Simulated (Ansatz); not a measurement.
A made-up structure of CH3OSi (charge +1), singlet:

```json
{"atom": "C1", "x (Å)": "-0.8399", "y (Å)": "-0.7139", "z (Å)": "-1.0519"}
{"atom": "Si2", "x (Å)": "0.0719", "y (Å)": "0.3668", "z (Å)": "-0.0192"}
{"atom": "O3", "x (Å)": "0.7121", "y (Å)": "-0.2648", "z (Å)": "1.2736"}
{"atom": "H4", "x (Å)": "-1.7842", "y (Å)": "-1.1275", "z (Å)": "-1.3924"}
{"atom": "H5", "x (Å)": "0.3793", "y (Å)": "1.6829", "z (Å)": "-0.5988"}
{"atom": "H6", "x (Å)": "0.1985", "y (Å)": "-0.9252", "z (Å)": "-0.5947"}
```

It is relaxed with PBE-D4/def2-SVP and then PBE0-D4/def2-TZVP (Ansatz 0.2.0). Atoms count as bonded within 1.22 times the sum of their covalent radii (H–H: 0.88 Å). The end point is not checked to be a true minimum.

(1) Does its bonding change? (Judge from chemistry; the calculation decides.)

## Answers

(1) By the calculation: Yes. Formed: C1–O3; broken: Si2–H6.

Where it ends: The first stage lowers the energy by 4.70 eV in 14 steps. It ends as CH₃OSi ([CH2]1[O][SiH]1), total charge +1:
```xyz
6
angstrom
C -0.4962 -0.8625 -0.6898
Si 0.0911 0.7906 -0.3300
O 0.0038 -0.4218 0.6914
H -1.5598 -1.0835 -0.7010
H 0.5428 2.1889 -0.1943
H 0.1561 -1.5933 -1.1595
```

Labels in which every atom is bracketed show which atoms are joined, not bond orders.

For scale, one of the runs: PBE0-D4/def2-TZVP relaxation, 117 basis functions, launched by `ansatz run in.yaml --threads 2 --pin off --events-out ev --progress --plain --max-ram 4352MiB`. Hardware: 2 CPU threads of an Arm Neoverse V2, shared host. Wall time about 11 s.
